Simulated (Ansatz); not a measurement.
Born–Oppenheimer molecular dynamics of CH$_{5}$Al (7 atoms, charge 0, multiplicity 1). It goes on from the last frame of an earlier run, with new velocities.

All numbers below come from Ansatz 0.2.0, RKS PBE-D4/def2-SVP.

```json
{
 "ensemble": "NVE (velocity Verlet)",
 "time step": "0.25 fs",
 "steps asked": "150",
 "starting velocities drawn for": "1000 K",
 "seed": "932955"
}
```

First frame:

```xyz
7
Properties=species:S:1:pos:R:3
Al -0.003 -0.005 -0.058
C -0.008 -0.009 2.065
H -0.924 -0.687 2.626
H 0.939 -0.357 2.302
H -0.201 1.052 2.527
H 1.351 -0.561 -0.939
H -1.293 0.440 -0.800
```

**Question.** What does the run give?

**Answer.** The run went to its last step.

```
steps done                                               : 150
time covered                                             : 37.5 fs
mean temperature over the second half                    : 1042 K
spread of the potential energy over the second half      : 26.4 meV per atom
mean potential energy of the second half above the start : -4.0 meV per atom
```

The conserved energy stayed within 0.36 meV per atom of its start (net change 0.022 meV per atom), so the integration is sound. A run of 0.037 ps of so small a system gives no equilibrium averages.

**Question.** What happens to the structure?

**Answer.** The same pairs are bonded in the first frame and the last. Pairs count as bonded within 1.25 times the sum of covalent radii (0.12 Å more for H–H). This is one draw of velocities; another would differ in detail.

**Question.** How do temperature and energy run in time?

**Answer.** 
```tsv
time (fs)	T (K)	potential energy less start (eV)	conserved less start (meV/atom)
0	1000	0.000	0.00
3	960	0.025	-0.03
6	1167	-0.110	-0.28
9	1147	-0.097	-0.32
12	807	0.124	-0.02
15	1001	-0.001	-0.02
18	1445	-0.289	-0.20
21	1653	-0.424	-0.31
24	1094	-0.062	-0.09
27	850	0.097	-0.01
30	1212	-0.139	-0.21
33	750	0.161	-0.07
36	790	0.135	-0.08
```

The run took 2.3 min on 1 thread of Arm Neoverse V2, with other jobs on the host, peak memory 0.093 GiB.
